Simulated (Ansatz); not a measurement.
Input file:

```yaml
crystal:
  periodic: [false, false, false]
  atoms:
    - {symbol: B, position_ang: [0.147265, 0.048931, 1.308597]}
    - {symbol: P, position_ang: [-0.072633, -0.055434, -0.552983]}
    - {symbol: H, position_ang: [-0.311860, 1.024577, 1.855887]}
    - {symbol: H, position_ang: [0.442605, -0.980094, 1.991507]}
    - {symbol: H, position_ang: [0.521705, 1.134156, -0.890156]}
basis:
  gaussian: {orbitals: STO-3G}
magnetization: {spin_polarized: false, initial_magnetization: 1}
correlation: {active_space: {window: {electrons: 3, orbitals: 3}, states: [{multiplicity: 3, weights: [-1, 1]}]}}
```

```sh
$ ansatz run in.yaml --threads 1 --pin off --events-out ev --progress --plain --max-ram 2393MiB
```

One thing in this input was set wrong on purpose, beside settings that are merely unusual. What is the gravest fault, and what does the program do?

Impossible set of states or weights. How the run ends: refused.
```
Error: set 0 asks for 2 states and needs as many positive weights; it has [-1.0, 1.0]
```
